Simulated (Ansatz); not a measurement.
Born–Oppenheimer molecular dynamics of ClH4Si (6 atoms, charge 0, multiplicity 2). It starts from a rough guess of a transition structure, not a stationary point.

Computed with Ansatz, UKS PBE-D4/def2-SVP.

```yaml
ensemble: NVE (velocity Verlet)
time_step: 0.5 fs
steps_asked: 150
starting_velocities_drawn_for: 100 K
seed: 488511
```

First frame:

```xyz
6
Properties=species:S:1:pos:R:3
H 0.720 -0.625 -0.629
Cl 1.781 -1.636 -1.593
Si -0.448 0.408 0.399
H 0.312 1.598 0.754
H -0.785 -0.428 1.542
H -1.580 0.683 -0.474
```

Question: How far do the bonds stretch over the last three quarters of this one trajectory? (Pairs bonded in most of those frames.)

Answer: 
```
  bond  mean (Å)  spread (Å)  shortest  longest
Si3–H4     1.503       0.025      1.46     1.54
Si3–H5     1.506       0.035      1.45     1.55
Si3–H6     1.511       0.036      1.45     1.57
```

Mean temperature of the second half: 530 K. The conserved energy stayed within 0.68 meV per atom of its start (net change -0.21 meV per atom), so the integration is sound. The system heated up, since it started high on the potential surface and ran downhill. A run of 0.075 ps of so small a system gives no equilibrium averages.

The run took 6.5 min on 1 thread of Arm Neoverse N1, with other jobs on the host, peak memory 0.11 GiB.
